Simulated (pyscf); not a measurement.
Cl–Ga(Cl)–SeH + HF → H₂Se + F–Ga(Cl)–Cl, a four-centre exchange (singlet surface; Ga–Se, F–H broken, H–Se, F–Ga formed). Structures and frequencies: ωB97X-D3(BJ)/def2-SVP in PySCF. Energies in kcal/mol from the separated reactants.

Small-basis levels: PySCF, no dispersion term, spherical d functions. AM1 to PM7: differences of heats of formation from MOPAC, which are fitted to 298 K values and so differ in kind from electronic energies by zero-point and thermal terms. GFN2-xTB: tblite. Cost: rough CPU time at the saddle relative to B3LYP/6-31G*+LANL2DZ, from one job on a shared machine.

| level | barrier | reaction energy | cost |
|---|---|---|---|
| HF/STO-3G | 2.6 | +14.1 | 0.1 |
| HF/3-21G | -11.0 | -16.3 | 0.2 |
| MP2/6-31G*+LANL2DZ | -5.3 | -11.8 | 0.2 |
| SVWN5/6-31G*+LANL2DZ | -23.7 | -6.2 | 1 |
| B3LYP/STO-3G | … | -7.2 | 1 |
| M06-2X/6-31G*+LANL2DZ | -7.2 | -5.2 | 2 |
| B3LYP/6-311+G**+LANL2DZ | … | -1.2 | 2 |
| PBE/def2-SVP | -11.5 | +1.3 | 3 |
| B3LYP/def2-SVP | -5.5 | -0.1 | 2 |
| GFN2-xTB | -3.7 | -10.2 | under 0.02 |
| AM1 | 35.8 | +54.8 | under 0.02 |
| PM7 | -54.5 | -177.7 | under 0.02 |
| ωB97M-D3(BJ)/def2-TZVP | … | +5.3 | – |

Problem. Fill in the missing entries.

Solution. 
- B3LYP/STO-3G, barrier: -21.8
- B3LYP/6-311+G**+LANL2DZ, barrier: 1.6
- ωB97M-D3(BJ)/def2-TZVP, barrier: 1.4

Against the last row the barrier runs from -55.9 (PM7) to +34.4 kcal/mol (AM1). ωB97M-D3(BJ)/def2-TZVP has limits of its own. On the reactant side the descent ends in an adduct with a F–Ga contact, 9.1 kcal/mol under the separated species and 9.2 kcal/mol under the saddle at ωB97X-D3(BJ)/def2-TZVP. On the product side the descent ends in an adduct with a Ga–Se contact, 21.9 kcal/mol under the separated species and 12.2 kcal/mol under the saddle at ωB97X-D3(BJ)/def2-TZVP. At ωB97M-D3(BJ) the saddle lies under the separated products, which points to a path from their complex (located at ωB97X-D3(BJ) alone), and parting the products costs more than the saddle. What is counted as formed (F–Ga) is already present as a longer contact in the reactant adduct; forming that adduct is a step of its own. What is counted as broken (Ga–Se) persists as a longer contact in the product adduct; parting that adduct is a step of its own. This is the saddle that the search found; another between the same sides may lie lower. In the def2 sets elements up to Kr have no core potential.
